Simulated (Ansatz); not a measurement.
We consider 1T (CdI2-type) SnSe2, described by LDA (Ansatz, a program for electronic structure, PAW).

Excerpt of the program's output:

```
Relaxation: its limit of steps is 80 (relax.max_steps)
Crystal: 3 atoms, lattice volume = 76.637 Å³
Basis set: ecut = 520 eV, 2057 PW (Γ), exchange–correlation on 60×60×90 points (8 copies of the dense FFT grid, shifted against one another)
Bands: 28, of which v1, the nominal top of the filled ones, is band 23 counted from 1 (22 counted from 0)
Symmetry: 12 space group operations
Space group: P-3m1 (ITA 164), of the structure as read, at distance tolerance 4.2e-5 Å
k-points: 100 of 864
Functional: x = slater, c = lda
SCF iter   1: F=—  HF=-16647.014790 eV  |F-HF|=—  |Δ(HF+E_count)|=         —  Δρ=5.31e-3  dr2=9.62e-3
SCF iter   2: F=—  HF=-16647.009593 eV  |F-HF|=—  |Δ(HF+E_count)|=   5.20e-3  Δρ=2.65e-3  dr2=2.50e-3
  ...
SCF 1 converged in 6 iterations: F = -16647.008811 eV  dr2 = 9.20e-8
Crystal: 3 atoms, lattice volume = 76.637 Å³
Basis set: ecut = 520 eV, 2045 PW (Γ), exchange–correlation on 60×60×90 points (8 copies of the dense FFT grid, shifted against one another)
Initial density: handed on by an earlier stage of this run
SCF 2 converged in 6 iterations: F = -16646.988943 eV  dr2 = 1.81e-7
Crystal: 3 atoms, lattice volume = 76.637 Å³
SCF 3 converged in 10 iterations: F = -16647.023384 eV  dr2 = 3.74e-13
Crystal: 3 atoms, lattice volume = 76.637 Å³
SCF 4 converged in 4 iterations: F = -16647.024465 eV  dr2 = 1.49e-7
Crystal: 3 atoms, lattice volume = 76.637 Å³
SCF 5 converged in 4 iterations: F = -16647.024533 eV  dr2 = 1.15e-8
Crystal: 3 atoms, lattice volume = 76.637 Å³
Basis set: ecut = 520 eV, 2045 PW (Γ), exchange–correlation on 60×60×96 points (8 copies of the dense FFT grid, shifted against one another)
SCF iter   5: F=—  HF=-16647.024543 eV  |F-HF|=—  |Δ(HF+E_count)|=  1.96e-10  Δρ=1.18e-7  dr2=9.18e-12
SCF iter   6: F=-16647.024543 eV  HF=-16647.024543 eV  |F-HF|=3.64e-12  |Δ(HF+E_count)|=  3.64e-12  Δρ=2.13e-8  dr2=3.39e-13
SCF 6 converged in 6 iterations: F = -16647.024543 eV  dr2 = 3.39e-13
SCF converged after 6 iterations
Free energy (F): -16647.024543 eV
Internal energy: -16647.024543 eV  (E = F + TS)
E sigma→0 (E₀):  -16647.024543 eV
Fermi energy:    8.221649 eV
--- Forces (eV/Å), atoms counted from 1 ---
  atom   1  Sn     0.00000000     0.00000000     0.00000000
  atom   2  Se    -0.00000000    -0.00000000     0.00260463
  atom   3  Se     0.00000000     0.00000000    -0.00260463
--- Stress (GPa, compression-positive) ---
       -0.943049       0.000000      -0.000000
        0.000000      -0.943049      -0.000000
       -0.000000      -0.000000      -0.924048
  P = ⅓ Tr σ = -0.9367 GPa (-9.367 kbar)
```

**Question.** Write an input file that produces this run.

**Answer.** One answer among several that fit: 
Ansatz 0.2 input:
```yaml
crystal:
  lattice:
    - [1.9250109218, -3.3342167217, 0.0]
    - [1.9250109218, 3.3342167217, 0.0]
    - [0.0, 0.0, 5.9701185475]
  atoms:
    - { symbol: Sn, position: [0.0, 0.0, 0.0] }
    - { symbol: Se, position: [0.3333333333, 0.6666666667, 0.2676056696] }
    - { symbol: Se, position: [0.6666666667, 0.3333333333, 0.7323943304] }
basis:
  ecutwfc: 520
  ecutrho_ratio: 4
  xc_grid: 2
kpoints:
  mp_grid: { grid: [12, 12, 6] }
hamiltonian:
  xc: lda
  dispersion: none
  pseudopotentials: { kind: paw }
scf:
  occupations: { method: fermi_dirac, width: 0.01 }
output:
  forces: true
  stress: true
  eigenvalues: true
relax:
  f_tol: 0.004
  escape_saddle: false
  max_steps: 80
  cell: { stress_tol: 0.02, fix: [volume] }
```

The cell is one volume of an energy–volume scan, off the minimum.

The PAW data were made under PBE.

Note: the cell comes from a level without a dispersion term, which matters for the spacing of layers, chains or molecules.

It cost around 90 core-seconds (rough) of CPU time.
